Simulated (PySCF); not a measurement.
Species: C₇H₈O.
Z-matrix (Å and degrees, GFN2-xTB geometry), rows numbered from 1:
```
C 
O   1  1.4061
C   2  1.3636  1  118.54
C   3  1.3958  2  115.74  1   179.85
C   4  1.3788  3  120.36  2   180.00
C   5  1.3867  4  120.32  3    -0.13
C   6  1.3817  5  119.39  4     0.13
C   7  1.3857  6  120.86  5     0.03
H   1  1.0891  2  105.73  3  -179.85
H   1  1.0952  2  111.59  3   -61.18
H   1  1.0952  2  111.61  3    61.49
H   4  1.0788  3  118.29  2    -0.03
H   5  1.0799  4  119.57  3   179.85
H   6  1.0794  5  120.32  4  -179.89
H   7  1.0802  6  120.07  5   179.98
H   8  1.0789  3  121.13  2     0.17
```

The calculation used CAM-B3LYP/def2-SVPD in PySCF (dipole) on a GFN2-xTB geometry, gas phase.

Masses are those of the commonest isotopes; rigid-rotor values at the optimised geometry. The values belong to one conformer with, in the numbering `[CH3:1][O:2][c:3]1[cH:4][cH:5][cH:6][cH:7][cH:8]1`, C1–O2–C3–C4 180°.

Question: What are A, B and C (cm⁻¹)?

Answer: Ia = 98.70, Ib = 321.26, Ic = 416.74 u·Å²; 505379 MHz·u·Å²/I gives 5120, 1573 and 1213 MHz, that is A = 0.17080, B = 0.05247, C = 0.04045 cm⁻¹.

Question: Classify the top.

Answer: An asymmetric top. Ray's parameter κ = (2B − A − C)/(A − C) = -0.816; −1 is the prolate and +1 the oblate limit.

Question: Is it planar, by Δ = Ic − Ia − Ib?

Answer: Not planar: Δ = Ic − Ia − Ib = -3.22 u·Å². For a rigid frame Δ = −2 Σ m c², so Σ m c² = 1.61 u·Å² lies off the ab plane, practically all of it from hydrogen. The atom farthest from that plane is 0.90 Å away.

Question: Give the coordinates in the principal-axis frame, origin at the centre of mass.

Answer: The sense of each axis is arbitrary; atoms in the order of the calculation.
| atom | mass (u) | a (Å) | b (Å) | c (Å) |
| --- | --- | --- | --- | --- |
| C1 | 12.000 | -2.772 | -0.404 | -0.001 |
| O2 | 15.995 | -1.790 | 0.603 | 0.002 |
| C3 | 12.000 | -0.477 | 0.233 | 0.000 |
| C4 | 12.000 | 0.447 | 1.279 | 0.000 |
| C5 | 12.000 | 1.800 | 1.013 | -0.001 |
| C6 | 12.000 | 2.256 | -0.296 | 0.001 |
| C7 | 12.000 | 1.342 | -1.333 | 0.001 |
| C8 | 12.000 | -0.020 | -1.079 | -0.001 |
| H9 | 1.008 | -3.728 | 0.117 | -0.002 |
| H10 | 1.008 | -2.702 | -1.032 | -0.895 |
| H11 | 1.008 | -2.705 | -1.034 | 0.892 |
| H12 | 1.008 | 0.074 | 2.291 | 0.000 |
| H13 | 1.008 | 2.504 | 1.832 | -0.004 |
| H14 | 1.008 | 3.315 | -0.504 | 0.001 |
| H15 | 1.008 | 1.686 | -2.357 | 0.002 |
| H16 | 1.008 | -0.709 | -1.910 | -0.004 |

Question: Which lines would a microwave search look for?

Answer: The dipole components are |μa| = 0.66 D, |μb| = 1.11 D, |μc| = 0.00 D; the mirror of this Cs structure is the ab plane, so μc vanishes by symmetry (the 0.01 D computed is a residue) and there are no c-type lines. The squared components, which scale the intensities, stand as 0.35 : 1.00 (a : b). Some lines, for components of 0.1 D or more:

| type | branch | J(Ka,Kc) | MHz | lower level (cm⁻¹) |
| --- | --- | --- | --- | --- |
| a | Q | 1(1,0) ← 1(1,1) | 360 | 0.211 |
| a | Q | 2(1,1) ← 2(1,2) | 1081 | 0.385 |
| b | R | 2(0,2) ← 1(1,1) | 1998 | 0.211 |
| a | Q | 3(1,2) ← 3(1,3) | 2161 | 0.645 |
| a | R | 1(0,1) ← 0(0,0) | 2786 | 0.000 |
| b | Q | 1(1,0) ← 1(0,1) | 3908 | 0.093 |
| b | Q | 3(1,2) ← 3(0,3) | 4921 | 0.553 |
| b | R | 3(0,3) ← 2(1,2) | 5041 | 0.385 |
| a | R | 2(0,2) ← 1(0,1) | 5546 | 0.093 |
| b | R | 1(1,1) ← 0(0,0) | 6333 | 0.000 |
| a | R | 3(1,3) ← 2(1,2) | 7801 | 0.385 |
| a | R | 3(0,3) ← 2(0,2) | 8254 | 0.278 |
| a | R | 3(2,2) ← 2(2,1) | 8357 | 0.776 |
| a | R | 3(2,1) ← 2(2,0) | 8461 | 0.777 |
| b | R | 2(1,2) ← 1(0,1) | 8758 | 0.093 |
| a | R | 3(1,2) ← 2(1,1) | 8881 | 0.421 |
| b | Q | 3(2,1) ← 3(1,2) | 10248 | 0.717 |
| b | Q | 2(2,0) ← 2(1,1) | 10668 | 0.421 |
| b | R | 3(1,3) ← 2(0,2) | 11014 | 0.278 |
| b | Q | 2(2,1) ← 2(1,2) | 11723 | 0.385 |
| b | Q | 3(2,2) ← 3(1,3) | 12279 | 0.645 |
| b | R | 2(2,1) ← 1(1,0) | 16574 | 0.223 |
| b | R | 2(2,0) ← 1(1,1) | 16960 | 0.211 |
| b | Q | 3(3,0) ← 3(2,1) | 18525 | 1.059 |
| b | R | 3(2,2) ← 2(1,1) | 18999 | 0.421 |
| b | R | 3(2,1) ← 2(1,2) | 20210 | 0.385 |
| b | R | 3(3,1) ← 2(2,0) | 26984 | 0.777 |
| b | R | 3(3,0) ← 2(2,1) | 27012 | 0.776 |

GFN2-xTB frequencies: not computed here. No vibrational averaging or centrifugal distortion is included, and the geometry carries the error of its method. A rigid rotor knows nothing of internal rotation, which can split or shift real lines.

The run took 38 s on Arm Neoverse V2, one thread, no GPU (shared host). This is the CAM-B3LYP/def2-SVPD job that gave the dipole, with the excitations it also computed.
